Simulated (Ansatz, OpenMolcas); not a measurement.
How basis sets differ on AlH (SMILES [AlH])

AlH has 2 atoms, charge 0, and is taken as a singlet. As SMILES, `[AlH]`. Geometry: a GFN2-xTB relaxation, a rough one for these elements and not checked as a minimum.

```tsv
atom	x (Å)	y (Å)	z (Å)
Al	0.0000	0.0000	0.0000
H	0.0000	0.0000	1.6135
```

Quantity: the energy change with the Al1–H2 bond stretched from 1.613 to 4.034 Å, in eV. The values are calculated.

```json
{"level": "B2PLYP/3-21G (restricted)", "kind": "double hybrid", "program": "Ansatz", "value (eV)": "3.36", "CPU time (all runs)": "1.8 s"}
{"level": "B2PLYP/pcseg-0 (restricted)", "kind": "double hybrid", "program": "OpenMolcas", "value (eV)": "3.14", "CPU time (all runs)": "6.3 s"}
{"level": "B2PLYP/6-311G (restricted)", "kind": "double hybrid", "program": "OpenMolcas", "value (eV)": "3.10", "CPU time (all runs)": "5.3 s"}
{"level": "B2PLYP/cc-pVTZ (restricted)", "kind": "double hybrid", "program": "Ansatz", "value (eV)": "3.46", "CPU time (all runs)": "3.2 s"}
```

The first shape isn't each level's own minimum. The values span 3.10 to 3.46 eV. CPU times are rough (shared hosts, several kinds of processor): they show what a rung costs within a factor of a few.
